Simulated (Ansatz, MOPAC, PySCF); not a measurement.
Molecule: HS, net charge 0, doublet state. SMILES: [SH]
Structure (B3LYP-D3(BJ)/def2-TZVP (Ansatz, a quantum-chemistry and plane-wave program) minimum search):
```
S
H 1 1.3473
```
Charge 0, spin multiplicity 2.

Unscaled harmonic wavenumbers (cm⁻¹) in rising order, each level at the stationary point that it reaches from this structure (no distance between atoms moves by over 0.3 Å); the order of modes can differ between levels, and a negative number is imaginary. B3LYP-D3(BJ)/def2-TZVP (PySCF, at the structure above): 2660.

PM7 (MOPAC): 2552. Zero-point energy 3.6 against 3.8 kcal/mol; where all levels lie over 400 cm⁻¹, the wavenumbers are on average 0.960 times those of B3LYP-D3(BJ)/def2-TZVP.

B3LYP/6-31G* (Ansatz): 2667. Zero-point energy 3.8 against 3.8 kcal/mol; where all levels lie over 400 cm⁻¹, the wavenumbers are on average 1.003 times those of B3LYP-D3(BJ)/def2-TZVP.
